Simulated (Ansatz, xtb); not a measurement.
# CH4BSi: where a starting geometry ends

The starting geometry of this gas-phase doublet was built from a drawn formula by distance geometry and a force field; its bonds are those of `[BH][SiH2][CH]`.

```xyz
7

C     0.0992   -0.3640   -1.3421
B    -2.8151    0.3139   -0.3614
Si   -1.6556    0.1030   -1.8367
H    -2.9456   -0.5721    0.4047
H    -1.5552    1.3741   -2.6455
H    -2.1792   -0.9118   -2.7258
H     0.0120   -1.2930   -0.7684
```

Q: Where would you expect an optimisation with r2SCAN-D4/def2-SVP to take it?

A: A new bond forms, giving a structure given below by its coordinates. Distances that change by over a tenth: B2–Si3 (1.89 → 2.19 Å). Contacts that close: C1–B2 (3.15 → 1.39 Å).

The energy falls by 4.19 eV over 22 steps:

```
step  E − E(last) (eV)
   1             4.190
   3             3.443
   6             3.350
   8             3.340
  10             2.761
  13             0.947
  15             0.159
  17             0.025
  20             0.000
  22             0.000
```

Final geometry (Å):

```xyz
7

C    -0.8147   -0.6328   -0.8021
B    -1.9635   -0.3098   -0.0890
Si   -1.7028    0.0782   -2.2335
H    -2.8928   -0.0469    0.6061
H    -1.5434    1.4947   -2.6692
H    -2.2624   -0.7722   -3.3233
H     0.1402   -1.1612   -0.7640
```

From the same start GFN2-xTB reaches the same bonding as this run.

No frequencies were run, so the end isn't proven a minimum. Open shells are spin-unrestricted. Run with Ansatz 0.2.0, 3.3 min on 1 thread of Arm Neoverse V2, on a shared host.
